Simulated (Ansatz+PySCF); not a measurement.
**doublet C₃H₇: levels of theory in one basis**

```xyz
10

C     0.0230    0.5483    0.0000
C     0.0230   -0.1953    1.2916
C     0.0230   -0.1953   -1.2916
H    -0.3141    1.5797    0.0000
H     0.2302    0.4636    2.1385
H     0.2302    0.4636   -2.1385
H    -0.9904   -0.7023    1.4934
H     0.7760   -0.9909    1.2862
H     0.7760   -0.9909   -1.2862
H    -0.9904   -0.7023   -1.4934
```

Basis set: cc-pVTZ (spherical functions). Frozen core: 3 orbitals. Correlation on ROHF uses semicanonical orbitals with singles. Charge 0, multiplicity 2.

Computed with Ansatz (development build ahead of 0.2.0); each method stands on the lowest determinant of its kind that the runs found.

```tsv
method	E − E(ROHF) (eV)	<S²> of the determinant
ROHF	0.00	0.75
UHF	-0.13	0.76
ROHF-MP2	-13.90	–
UHF-MP2	-13.88	0.76
```

(1) Is a single determinant a sound starting point here?

Results:

(1) By this sign, yes. Unrestricted orbitals gain 0.13 eV and <S²> is 0.76 against 0.75 for a pure state.
